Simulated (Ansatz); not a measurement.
# B–AlH₂⁺, doublet: reading a ladder of total energies

Geometry: that of the B–AlH2, singlet, kept fixed.

```xyz
4

B     0.0000    0.0000    1.7315
Al    0.0000    0.0000   -0.5881
H     0.0000   -1.3671   -1.4148
H     0.0000    1.3671   -1.4148
```

Basis 6-31G; Ansatz 0.2.0. Correlated methods freeze the noble-gas cores, which leaves 7 electrons in 20 orbitals. Prefix R: restricted or restricted open-shell reference; prefix U: unrestricted.

Full CI is exact within this basis and frozen core; it isn't the basis-set limit. The frozen core follows each run's orbitals, which can shift R against U totals by a few meV.

Runs differ by some tens of microhartree through their thresholds and, for an open shell, their frozen cores, so steps under 0.1 kcal/mol mean nothing.

```csv
level,total energy (hartree)
UHF,-267.303699
UMP2,-267.358271
UCCSD,-267.389875
UCCSD(T),-267.391231
UCCSDT,-267.391969
UCCSDT(Q),-267.392024
UCCSDTQ,-267.392039
full CI,-267.392040
```

What is the correlation energy at full CI, and what share of it do UMP2 and UCCSD recover?

E(corr) = -267.392040 − (-267.303699) = -0.088341 hartree = -2.404 eV. UMP2: -0.054572 / -0.088341 = 61.77 %. UCCSD: -0.086176 / -0.088341 = 97.55 %.

By how many kcal/mol does UCCSD(T) miss full CI (1 hartree = 627.509 kcal/mol), and which steps make up the rest?

-267.391231 − (-267.392040) = 0.000809 hartree = 0.51 kcal/mol. Steps: UCCSDT − UCCSD(T) = -0.46, UCCSDT(Q) − UCCSDT = -0.03, UCCSDTQ − UCCSDT(Q) = -0.01, full CI − UCCSDTQ = 0.00 kcal/mol. That is within 1 kcal/mol of the reference in this basis, which itself misses far more of the correlation at the basis-set limit.
